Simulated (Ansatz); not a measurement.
in.yaml

```yaml
crystal:
  periodic: [false, false, false]
  atoms:
    - {symbol: B, position_ang: [-0.015433, -0.009008, 1.280840]}
    - {symbol: C, position_ang: [-0.016266, -0.025151, -0.083712]}
    - {symbol: H, position_ang: [0.031698, 0.034159, -1.197128]}
basis:
  gaussian: {orbitals: 6-31G}
magnetization: {spin_polarized: true, initial_magnetization: 2}
correlation: {method: ccsdtq, electrons: outside_noble_gas}
```

```sh
$ ansatz run in.yaml --threads 1 --pin off --events-out ev --progress --plain --max-ram 2393MiB
```

The program prints:

```
441 factors; integrals over basis functions are off by at most 1.0e-7 eV
mean field evaluation 1: about -1710.7141 eV, gradient 1.2e1 eV
mean field evaluation 2: about -1710.7184 eV, gradient 1.2e1 eV
mean field evaluation 4: about -1712.2567 eV, gradient 2.5e0 eV
mean field evaluation 8: about -1712.4625 eV, gradient 3.3e-1 eV
mean field evaluation 16: about -1712.4766 eV, gradient 1.4e-6 eV
mean field evaluation 32: about -1712.4766 eV, gradient 1.3e-3 eV
mean field evaluation 64: about -1712.4735 eV, gradient 1.2e-1 eV
mean field evaluation 96: about -1712.4759 eV, gradient 1.0e-2 eV
mean field evaluation 128: about -1711.5464 eV, gradient 7.1e-1 eV
mean field evaluation 160: about -1712.4742 eV, gradient 3.4e-2 eV
...
mean field -1712.47662508 eV, -62.9323552132 hartree, gradient 1.4e-6 eV, S^2 2.097800; 10 other end points of the search recorded, 0 dependent functions left out
determinant -1712.47662508 eV, -62.9323552132 hartree, with singles and doubles -1715.90928418 eV, -63.0585031085 hartree
determinant -1712.47421533 eV, -62.9322666566 hartree, with singles and doubles -1715.90720614 eV, -63.0584267421 hartree
determinant -1711.54076373 eV, -62.8979629429 hartree, with singles and doubles -1714.55703400 eV, -63.0088088311 hartree
determinant -1712.47662508 eV, -62.9323552132 hartree, with singles and doubles -1715.91284341 eV, -63.0586339080 hartree
determinant -1712.47421533 eV, -62.9322666566 hartree, with singles and doubles -1715.91069745 eV, -63.0585550454 hartree
2 core orbitals not correlated: weight in the atoms' cores, before any rotation towards them, 1.000 or more for the frozen orbitals, at most 0.000 for the correlated occupied ones
reference -1712.47662508 eV, -62.9323552132 hartree; 5, 3 occupied and 13, 15 virtual orbitals, 441 factors
second order -2.79314555 eV of doubles, -0.00000000 eV of singles
...
cycle  15  -3.58595451 eV  change    5.3e-5 eV  update   6.3e-5
cycle  16  -3.58595116 eV  change    3.4e-6 eV  update   4.4e-5
cycle  17  -3.58594016 eV  change    1.1e-5 eV  update   2.9e-5
cycle  18  -3.58593362 eV  change    6.5e-6 eV  update   1.5e-5
cycle  19  -3.58594085 eV  change   -7.2e-6 eV  update   6.3e-6
cycle  20  -3.58594001 eV  change    8.4e-7 eV  update   2.9e-6
cycle  21  -3.58593903 eV  change    9.8e-7 eV  update   1.4e-6
cycle  22  -3.58593852 eV  change    5.1e-7 eV  update   7.8e-7
cycle  23  -3.58593782 eV  change    7.0e-7 eV  update   4.4e-7
cycle  24  -3.58593737 eV  change    4.4e-7 eV  update   2.4e-7
Total energy: -1716.06256245 eV, -63.0641359810 hartree
```

For the same geometry and basis full CI lies 0.9 meV lower.

Ran on 1 thread of Arm Neoverse V1, shared host: 28 s wall, 0.21 GiB peak host memory.
